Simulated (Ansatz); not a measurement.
# BH3NS: ladder of basis sets from a Python script

The task is a ladder of basis sets, for BH3NS. SMILES: N[B]S.

Program: the Python package of Ansatz 0.2.0. The levels of theory stand in the script. These are calculated values, not measurements.

## Step 1: Starting point

Bond lengths: N1–B2 1.466 Å, B2–S3 1.857 Å, N1–H4 1.015 Å, N1–H5 1.037 Å, S3–H6 1.426 Å. Angles: N1–B2–S3 119.8°, B2–N1–H4 109.7°, B2–N1–H5 112.0°, H4–N1–H5 103.2°, B2–S3–H6 92.8°.

The script holds or builds the structure itself.

## Step 2: Script

basis_bh3ns.py reads:

```python
'''Basis-set convergence for BH3NS.'''

import ansatz as az

GEOMETRY = '''
N    -0.82090    0.32500   -0.64950
B    -0.36430   -0.64690    0.34910
S     0.69290   -0.08410    1.76780
H    -1.33650   -0.15360   -1.38070
H    -0.02960    0.75690   -1.16260
H     1.90040   -0.26130    1.02970
'''


def main() -> None:
    molecule = az.Crystal.molecule()
    for line in GEOMETRY.strip().splitlines():
        symbol, *xyz = line.split()
        molecule = molecule.atom(symbol, [float(v) for v in xyz])

    calc = molecule.calculation()
    calc = calc.correlation('mp2')
    calc = calc.spin('collinear', total=1)

    energies = {}
    for basis in ['cc-pVDZ', 'cc-pVTZ']:
        data = calc.basis(gaussian=basis).run(threads=1).report
        size = data['n_frozen'] + data['n_occupied'][0] + data['n_virtual'][0]
        energies[basis] = (data['reference_energy_ev'] / 27.211386246, data['free_energy_ev'] / 27.211386246)
        print(f'{basis:14s} {size:4d} orbitals  reference {energies[basis][0]:14.6f} Ha  total {energies[basis][1]:14.6f} Ha')

    # correlation energy at the basis limit from E(X) = E + A / X^3
    small, large = (energies[b][1] - energies[b][0] for b in ('cc-pVDZ', 'cc-pVTZ'))
    limit = (3 ** 3 * large - 2 ** 3 * small) / (3 ** 3 - 2 ** 3)
    print(f'correlation energy: {small:.6f} and {large:.6f} Ha, extrapolated {limit:.6f} Ha')
    print(f'share caught by the larger set: {100 * large / limit:.1f} %')


if __name__ == '__main__':
    main()
```

## Step 3: What the engine is handed

The package turns the script's settings into the engine's input (first run):

```yaml
crystal:
  periodic: [false, false, false]
  atoms:
    - { symbol: "N", position_ang: [-0.8209, 0.325, -0.6495] }
    - { symbol: B, position_ang: [-0.3643, -0.6469, 0.3491] }
    - { symbol: S, position_ang: [0.6929, -0.0841, 1.7678] }
    - { symbol: H, position_ang: [-1.3365, -0.1536, -1.3807] }
    - { symbol: H, position_ang: [-0.0296, 0.7569, -1.1626] }
    - { symbol: H, position_ang: [1.9004, -0.2613, 1.0297] }
basis:
  gaussian:
    orbitals: cc-pVDZ
magnetization:
  spin_polarized: true
  initial_magnetization: 1.0
correlation:
  method: mp2
```

## Step 4: Launch

The run is started by

```console
python basis_bh3ns.py
```

**Question.** How far does the total energy move along this ladder of basis sets?

As calculated:

| quantity | value |
| --- | --- |
| extrapolated correlation energy | -0.511196 Ha |
| runs compared | 2 |
| correlation energy, last run | -12.775 eV |

Against cc-pVDZ: cc-pVTZ -137.4 mHa. The last step alone is -137.37 mHa. From the first set to the last the time grows from 0.6 to 2.5 s. Caveats:
- The geometry is a force-field or estimated start, not a minimum of this method, and the last set is no limit. Much of the fall in a total is atomic energy, which cancels in bond and reaction energies.
- The species is open-shell (spin multiplicity 2).
- Inner cores stay frozen, so this is valence correlation.
- For Al to Cl the sets with a tight d function, cc-pV(X+d)Z, are usual.
- An extrapolation from small basis sets is rough.
